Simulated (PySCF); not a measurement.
# Simulated absorption spectrum

Species: C₄H₇F.
Z-matrix (Å and degrees, GFN2-xTB geometry), rows numbered from 1:
```
C 
C   1  1.5281
C   2  1.4951  1  110.99
C   3  1.3192  2  125.17  1   119.85
F   4  1.3474  3  122.45  2     1.03
H   1  1.0871  2  110.23  3   179.14
H   1  1.0875  2  110.36  3   -61.01
H   1  1.0880  2  110.65  3    59.02
H   2  1.0906  1  109.91  3   121.52
H   2  1.0936  1  109.05  3  -119.92
H   3  1.0795  2  116.93  1   -58.88
H   4  1.0800  3  126.06  2  -179.45
```

Method: TDDFT CAM-B3LYP/def2-SVPD, vertical, gas phase, core orbitals frozen in the response (PySCF).

Each state is given a Gaussian of 0.4 eV full width at half maximum, with ε(max) = 2.175×10⁸ f / Δν̃ (Δν̃ the width in cm⁻¹). The width is an assumption, not a result. The curve ends short of the highest state used, and states not computed would add to its high-energy end.

(E (eV), ε (L mol⁻¹ cm⁻¹)): (6.32, 3), (6.37, 9), (6.41, 19), (6.45, 37), (6.49, 70), (6.53, 124), (6.57, 208), (6.61, 330), (6.65, 497), (6.69, 708), (6.73, 954), (6.77, 1216), (6.81, 1469), (6.85, 1682), (6.89, 1832), (6.93, 1909), (6.97, 1930), (7.01, 1942), (7.06, 2076), (7.10, 2428), (7.14, 3157), (7.18, 4417), (7.22, 6331), (7.26, 8953), (7.30, 12222), (7.34, 15934), (7.38, 19744), (7.42, 23204), (7.46, 25847), (7.50, 27295), (7.54, 27346), (7.58, 26026), (7.62, 23581), (7.66, 20405), (7.70, 16941), (7.75, 12792), (7.79, 9929), (7.83, 7590), (7.87, 5766), (7.91, 4379), (7.95, 3334), (7.99, 2540), (8.03, 1932), (8.07, 1466), (8.11, 1119), (8.15, 874), (8.19, 724), (8.23, 663), (8.27, 684), (8.31, 778), (8.35, 930), (8.39, 1119), (8.44, 1365), (8.48, 1534), (8.52, 1648), (8.56, 1691)

Question: Where are the band maxima, and which computed states make them?

Answer: 165 nm (7.52 eV), ε about 27000, made up of S2 (98%) (ε in L mol⁻¹ cm⁻¹; maxima over ε = 5, shares over 10%). At its high-energy end, 8.56 eV, the curve is still rising (ε about 1700, from S5). The states used: S1 6.92 eV (f 0.027); S2 7.52 eV (f 0.401); S3 7.84 eV (f 0.039); S4 8.10 eV (f 0.0040); S5 8.55 eV (f 0.024); S6 8.82 eV (f 0.0020); S7 8.93 eV (f 0.0052); S8 9.16 eV (f 0.0032).

Question: On this curve, what absorbance would a 10⁻⁴ mol/L sample give at 193 nm over a 1 cm path?

Answer: 193 nm is 6.424 eV, where ε is about 24 L mol⁻¹ cm⁻¹, so A = ε c l ≈ 0.0024 (Beer–Lambert, with the gas-phase spectrum and the assumed width).

Question: What would ε be at 7.52 eV, the highest of these maxima, with half the width (0.2 eV)?

Answer: About 54100 L mol⁻¹ cm⁻¹ against 27500, a factor of about 1.97; a lone state at its own centre would give exactly 2.

Question: Coming from long wavelengths, where does ε first pass 100 L mol⁻¹ cm⁻¹?

Answer: At about 190 nm (6.52 eV), 0.41 eV below S1.

One conformer stands for the species.
